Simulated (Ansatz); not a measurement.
# BH2ClO (SMILES OBCl) at 6 levels

Wanted: a comparison of 6 runs (HF/3-21G, BHLYP/def2-SVPD, PBE/def2-SVPD, SVWN5/def2-SVPD, BCCD(T)/def2-SVPD, CCSD(T)/def2-SVPD) of BH2ClO. 

The results are computed with Ansatz 0.2.0.

64 further runs of the same task are left out: 64 set aside as unsound or not needed.

## 1. The structure to begin with

The species is BH2ClO (5 atoms), meant as a singlet with charge 0. As SMILES, `OBCl`. The B2–H5 distance was set to 1.783 Å, away from the relaxed value. At this shape a bond of the SMILES string is far longer than usual.

Bond lengths: O1–B2 1.340 Å, B2–Cl3 1.766 Å, O1–H4 0.963 Å. Angles: O1–B2–Cl3 121.0°, B2–O1–H4 113.9°. A long bond or contact: B2–H5 1.783 Å.

## 2. A single-point energy at HF/3-21G (run 1)

Input file input.yaml:

```yaml
crystal:
  periodic: [false, false, false]
  atoms:
    - {symbol: O, position_ang: [-1.285480, -0.279626, -0.248268]}
    - {symbol: B, position_ang: [-0.043180, 0.201774, -0.107468]}
    - {symbol: Cl, position_ang: [0.366420, 1.834974, -0.640668]}
    - {symbol: H, position_ang: [-1.899880, 0.340174, -0.655068]}
    - {symbol: H, position_ang: [1.223300, -0.815100, 0.628600]}
basis:
  gaussian: {orbitals: 3-21G.json}
magnetization: {spin_polarized: false, initial_magnetization: 0}
hamiltonian: {xc: hf}
accuracy: high
output: {orbitals: {seedname: orbitals}}
```

The basis set 3-21G is read from a file made from the Basis Set Exchange's data (not shown).

Launch:

```
$ ansatz run input.yaml --threads 1 --pin off --max-ram 3480MiB --events-out events.jsonl --progress --plain --runs-dir runs
```

Log:

```text
Warning: RAYON_NUM_THREADS=1 ignored (pool sized by the plan → 1); use --threads N
Functional definition: HF
  name "HF"
  exchange = exact_x
  correlation = 0
734 factors; integrals over basis functions are off by at most 7.6e-9 eV
mean field evaluation 1: about -15167.3866 eV, gradient 2.7e1 eV
mean field evaluation 2: about -15167.3873 eV, gradient 2.7e1 eV
mean field evaluation 4: about -15169.0703 eV, gradient 2.0e0 eV
mean field evaluation 8: about -15169.0868 eV, gradient 1.1e-4 eV
mean field -15169.08684179 eV, -557.4536594594 hartree, gradient 1.7e-8 eV, S^2 0.000000; 0 other end points of the search recorded, 0 dependent functions left out
reference -15169.08684179 eV, -557.4536594594 hartree; 16, 16 occupied and 19, 19 virtual orbitals, 734 factors
Total energy: -15169.08684179 eV, -557.4536594594 hartree
```

Wall time 0.2 s (1 thread of Arm Neoverse V2, shared host).

## 3. A single-point energy at BHLYP/def2-SVPD (run 2)

Input file job.yaml:

```yaml
crystal:
  periodic: [false, false, false]
  atoms:
    - {symbol: O, position_ang: [-1.285480, -0.279626, -0.248268]}
    - {symbol: B, position_ang: [-0.043180, 0.201774, -0.107468]}
    - {symbol: Cl, position_ang: [0.366420, 1.834974, -0.640668]}
    - {symbol: H, position_ang: [-1.899880, 0.340174, -0.655068]}
    - {symbol: H, position_ang: [1.223300, -0.815100, 0.628600]}
basis:
  gaussian:
    orbitals: def2-SVPD
hamiltonian:
  xc: {name: BHLYP}
accuracy: high
output: {orbitals: {seedname: orbitals}}
```

Launch:

```
$ ansatz run job.yaml --threads 1 --pin off --max-ram 3480MiB --events-out events.jsonl --progress --plain --runs-dir runs
```

Log:

```text
Warning: RAYON_NUM_THREADS=1 ignored (pool sized by the plan → 1); use --threads N
Functional definition: BHLYP
  name "BHLYP"
  parameter a = 0.5
  exchange = (1 - a)*b88_x + a*exact_x
  correlation = lyp_c
1682 factors; integrals over basis functions are off by at most 3.9e-9 eV
mean field evaluation 1: about -15269.1817 eV, gradient 4.1e1 eV
mean field evaluation 2: about -15267.7109 eV, gradient 5.0e1 eV
mean field evaluation 4: about -15272.0652 eV, gradient 9.0e-1 eV
mean field evaluation 8: about -15272.0678 eV, gradient 1.2e-2 eV
mean field evaluation 16: about -15272.0678 eV, gradient 1.1e-6 eV
mean field -15272.06784794 eV, -561.2381416324 hartree, gradient 3.7e-8 eV, S^2 0.000000; 0 other end points of the search recorded, 0 dependent functions left out
reference -15272.06787180 eV, -561.2381425091 hartree; 16, 16 occupied and 70, 70 virtual orbitals, 1682 factors
Total energy: -15272.06787180 eV, -561.2381425091 hartree
```

Wall time 4.2 s (1 thread of Arm Neoverse V2, shared host); peak memory 0.23 GiB.

## 4. The energy at PBE/def2-SVPD (run 3)

Input file run.yaml:

```yaml
crystal:
  periodic: [false, false, false]
  atoms:
    - {symbol: O, position_ang: [-1.285480, -0.279626, -0.248268]}
    - {symbol: B, position_ang: [-0.043180, 0.201774, -0.107468]}
    - {symbol: Cl, position_ang: [0.366420, 1.834974, -0.640668]}
    - {symbol: H, position_ang: [-1.899880, 0.340174, -0.655068]}
    - {symbol: H, position_ang: [1.223300, -0.815100, 0.628600]}
basis:
  gaussian:
    orbitals: def2-SVPD
accuracy: high
hamiltonian:
  xc: {name: PBE}
output: {orbitals: {seedname: orbitals}}
```

Launch:

```
$ ansatz run run.yaml --threads 1 --pin off --max-ram 3480MiB --events-out events.jsonl --progress --plain --runs-dir runs
```

Log:

```text
Warning: RAYON_NUM_THREADS=1 ignored (pool sized by the plan → 1); use --threads N
Functional definition: PBE
  name "PBE"
  parameter kappa = 0.804
  parameter beta = 0.06672455060314922
  exchange = pbe_x(kappa = kappa, mu = beta*pi^2/3)
  correlation = pbe_c(beta = beta)
1682 factors; integrals over basis functions are off by at most 3.9e-9 eV
mean field evaluation 1: about -15260.0742 eV, gradient 5.4e1 eV
mean field evaluation 2: about -15231.3712 eV, gradient 1.3e2 eV
mean field evaluation 4: about -15265.0875 eV, gradient 6.5e0 eV
mean field evaluation 8: about -15265.2088 eV, gradient 4.3e-1 eV
mean field evaluation 16: about -15265.2093 eV, gradient 7.7e-5 eV
mean field -15265.20928276 eV, -560.9860940108 hartree, gradient 1.9e-8 eV, S^2 0.000000; 0 other end points of the search recorded, 0 dependent functions left out
reference -15265.20928656 eV, -560.9860941506 hartree; 16, 16 occupied and 70, 70 virtual orbitals, 1682 factors
Total energy: -15265.20928656 eV, -560.9860941506 hartree
```

It took 3.6 s on 1 thread of Arm Neoverse V2, shared host; peak memory 0.19 GiB.

Runs 4 to 5 aren't shown in full; the table further down has their settings and results.

## 5. The energy at CCSD(T)/def2-SVPD (run 6)

Input file job.yaml:

```yaml
crystal:
  periodic: [false, false, false]
  atoms:
    - symbol: O
      position_ang: [-1.285480, -0.279626, -0.248268]
    - symbol: B
      position_ang: [-0.043180, 0.201774, -0.107468]
    - symbol: Cl
      position_ang: [0.366420, 1.834974, -0.640668]
    - symbol: H
      position_ang: [-1.899880, 0.340174, -0.655068]
    - symbol: H
      position_ang: [1.223300, -0.815100, 0.628600]
basis:
  gaussian:
    orbitals: def2-SVPD
correlation:
  method: ccsd_t
  frozen_orbitals: {B: 1, Cl: 5, H: 0, O: 1}
scf:
  omitted_lower_state_checks: [cluster_reference, increment]
accuracy: high
```

Launch:

```
$ ansatz run job.yaml --threads 1 --pin off --max-ram 3480MiB --events-out events.jsonl --progress --plain --runs-dir runs
```

Log:

```text
Warning: RAYON_NUM_THREADS=1 ignored (pool sized by the plan → 1); use --threads N
[... 11 lines left out ...]
7 core orbitals not correlated: weight in the atoms' cores, before any rotation towards them, 1.000 or more for the frozen orbitals, at most 0.000 for the correlated occupied ones
[... 24 lines left out ...]
Total energy: -15251.87296496 eV, -560.4959933714 hartree
Checks for a lower state left out: cluster_reference, increment
```

Run time: 11 s. Hardware: 1 thread of Arm Neoverse V2, shared host; peak memory 0.46 GiB.

## 6. Overview of the runs

```
run              level  frozen core orbitals  energy (Eh)  HOMO energy (eV)  LUMO energy (eV)  HOMO–LUMO gap (eV)  wall time
  1           HF/3-21G                     –  -557.453659            -11.26              3.46               14.72      0.2 s
  2    BHLYP/def2-SVPD                     –  -561.238143             -9.55              0.29                9.85      4.2 s
  3      PBE/def2-SVPD                     –  -560.986094             -7.19             -1.74                5.45      3.6 s
  4    SVWN5/def2-SVPD                     –  -558.988026             -7.22             -1.96                5.27      2.5 s
  5  BCCD(T)/def2-SVPD                     7  -560.496141                 –                 –                   –       13 s
  6  CCSD(T)/def2-SVPD                     7  -560.495993                 –                 –                   –       11 s
```

## 7. Results

```
                                          quantity          value
                               run 6: total energy  -560.49599 Eh
run 6: correlation energy (7 core orbitals frozen)     -475.2 mEh
                             run 6: (T) correction     -14.13 mEh
                              run 6: T1 diagnostic          0.015
```

Over runs 1, 2, 3, 4 the HOMO–LUMO gap runs from 5.27 eV (SVWN5/def2-SVPD) to 14.72 eV (HF/3-21G). The two ends differ in method and basis. Totals of different functionals can't be ranked against each other. All runs together took 34 s, the longest 13 s.
